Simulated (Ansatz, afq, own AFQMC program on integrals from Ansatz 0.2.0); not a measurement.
## S, triplet in def2-TZVP, levels against full CI

A free S atom.

Basis def2-TZVP. Noble-gas cores (and the filled d shells of Ga–Kr and In–Xe) are frozen. Ansatz 0.2.0 and our own AFQMC program on the same integrals; the CISD trial comes from CCSD amplitudes, and released means the phaseless constraint is let go. Free AFQMC starts from the CCSD state and is never constrained. Its projection time is finite, and what remains of the start isn't in its error. ± is one standard error of the sampling.

Determinant: UHF, the one that the program's search chose, which needn't be the lowest solution.

Full CI on the same integrals is exact in this basis and with this determinant's frozen core.

```
T1 diagnostic                               : 0.0098
weight of the determinant in the CISD state : 0.930
⟨S²⟩ of the determinant                     : 2.012
size of the correlated space                : 6 electrons in 32 orbitals
```

| level | correlation energy (eV) |
| --- | --- |
| MP2 | -3.1066 |
| CCSD | -3.7582 |
| CCSD(T) | -3.8850 |

(1) Estimate where full CI lies against CCSD(T) on the same integrals.

(1) 2.5 kJ/mol below CCSD(T).

Reference: full CI, correlation energy -3.911 eV. The released energy is read at 1.50 1/Eh (meV from the phaseless value at times in 1/Eh: -2.5 ± 1.7 at 0.24, -2.8 ± 1.3 at 0.50, -7.3 ± 1.1 at 1.00, -8.2 ± 1.0 at 1.50).

```
         level  E − E(reference) (kJ/mol)  share of correlation (%)
       CCSD(T)                        2.5                     99.34
         CCSDT                        0.4                     99.90
      CCSDT(Q)                        0.0                     99.99
        CCSDTQ                        0.0                    100.00
   ph-AFQMC/HF                 10.8 ± 1.1                     97.13
 ph-AFQMC/CISD                  1.1 ± 0.2                     99.71
released AFQMC                  0.3 ± 0.1                     99.92
    free AFQMC                  0.1 ± 0.1                     99.96
```

CCSDT and higher add their correlation energy to the determinant of the CCSD(T) run, since their own runs factorise the integrals more tightly (a shift of under 2 meV). Free projections are given only where their last times agree within the noise and don't stop above the reference; a slow remainder of the start can still hide under it. A walk keeps the symmetry of its determinant, which the program's search chose and which needn't be the lowest solution, so a lower state of the same spin and another symmetry isn't excluded. Released energies are given only where the last usable release times agree within the noise; a slower fall can still hide under it.
